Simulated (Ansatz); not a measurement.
A made-up structure of SiNH$_{2}$, doublet:

```
atom    x (Å)    y (Å)    z (Å)
  N1   1.3863   0.4686  -0.7060
 Si2  -0.0107  -0.0036   0.0055
  H3   2.2588  -0.0542  -0.7831
  H4  -0.0950  -1.2053   0.8686
```

It is relaxed with PBE-D4/def2-SVP and then PBE0-D4/def2-TZVP (Ansatz 0.2.0). Atoms count as bonded within 1.22 times the sum of their covalent radii (H–H: 0.88 Å). The end point is not checked to be a true minimum.

Task: Does its bonding change? (A judgement: the text doesn't fix the answer.)

Result: The calculation gives: No: no bond forms or breaks.

Where it ends: The first stage lowers the energy by 0.51 eV in 14 steps. It ends as SiNH₂ ([NH][SiH]):
| atom | x (Å) | y (Å) | z (Å) |
| --- | --- | --- | --- |
| N1 | 1.5876 | -0.1247 | -0.4640 |
| Si2 | 0.0726 | 0.0369 | 0.0050 |
| H3 | 2.2067 | 0.4245 | -1.0387 |
| H4 | -0.3276 | -1.1313 | 0.8827 |

Labels in which every atom is bracketed show which atoms are joined, not bond orders.

For scale, one of the runs: PBE0-D4/def2-TZVP relaxation, 80 basis functions, launched by `ansatz run in.yaml --threads 2 --pin off --events-out ev --progress --plain --max-ram 4352MiB`. The run took about 9 s on 2 CPU threads of an Arm Neoverse V1 (shared host).
